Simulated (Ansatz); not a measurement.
# BF⁺, doublet: the ladder up to UCCSDT(Q)

Geometry: that of the BF, singlet, kept fixed.

```xyz
2

B     0.0000    0.0000    0.0000
F     0.0000    0.0000    1.2631
```

Basis cc-pVDZ; Ansatz 0.2.0. Correlated methods freeze the noble-gas cores, which leaves 9 electrons in 26 orbitals. Prefix R: restricted or restricted open-shell reference; prefix U: unrestricted. Active spaces: valence = (9e, 8o) chosen from the atoms' valence shells.

Full CI isn't at hand for all of this; UCCSDT(Q) serves as the reference, and is uncertain by the last step of the cluster series or more. The frozen core follows each run's orbitals, which can shift R against U totals by a few meV.

For open shells CISD is restricted-active-space CI with the open shells as a complete middle space.

```
UHF ⟨S²⟩                          : 0.754
T1 diagnostic (RCCSD)             : 0.0259
largest doubles amplitude (RCCSD) : 0.038
T1 diagnostic (UCCSD)             : 0.0234
```

```json
{"level": "UHF", "E − E(RHF) (eV)": "-0.0196"}
{"level": "RMP2", "E − E(RHF) (eV)": "-6.2175"}
{"level": "UMP2", "E − E(RHF) (eV)": "-6.2319"}
{"level": "RCCSD", "E − E(RHF) (eV)": "-6.3097"}
{"level": "UCCSD", "E − E(RHF) (eV)": "-6.3090"}
{"level": "RCCSD(T)", "E − E(RHF) (eV)": "-6.4767"}
{"level": "UCCSD(T)", "E − E(RHF) (eV)": "-6.4768"}
```

**Question.** Estimate how far UCCSDT(Q) in cc-pVDZ lies from RCCSD(T). The table doesn't fix it; the size of (T) and the diagnostics are the guide.

**Answer.** UCCSDT(Q) in cc-pVDZ lies 2.9 kJ/mol below RCCSD(T), which is 18 % of the (T) step (-16.1 kJ/mol). The diagnostics are small and one determinant leads, so the series closes fast and only a small part of (T) is left.

The other levels:

```tsv
level	E − E(UCCSDT(Q)) (kJ/mol)	share of correlation (%)	wall time
CISD	43.0	93.15	0.57 s
BCCD(T)	2.4	99.61	0.51 s
RCCSDT	1.3	99.79	–
UCCSDT	1.4	99.78	–
RCCSDT(Q)	0.7	99.90	4.5 s
CASSCF (valence space)	334.3	46.74	–
NEVPT2 (valence space)	57.9	90.77	1.9 s
MRCISD (valence space)	11.1	98.23	–
MRCISD+Q (valence space)	2.8	99.55	2.6 s
```

The correlation energy at UCCSDT(Q), counted from RHF, is -6.506 eV. That run took 3.9 s on 1 thread of Arm Neoverse V2, shared host.

Times hold each run's SCF and search for its determinant on a shared host, so for small cases they say little of a method's own cost; they ran on 1 thread of Arm Neoverse V2.

Natural occupations of CASSCF (valence space) about the gap: 1.999 1.978 1.975 1.975 1.001 0.026 0.026 0.021; effectively unpaired electrons, Σ n²(2−n)², 1.01.
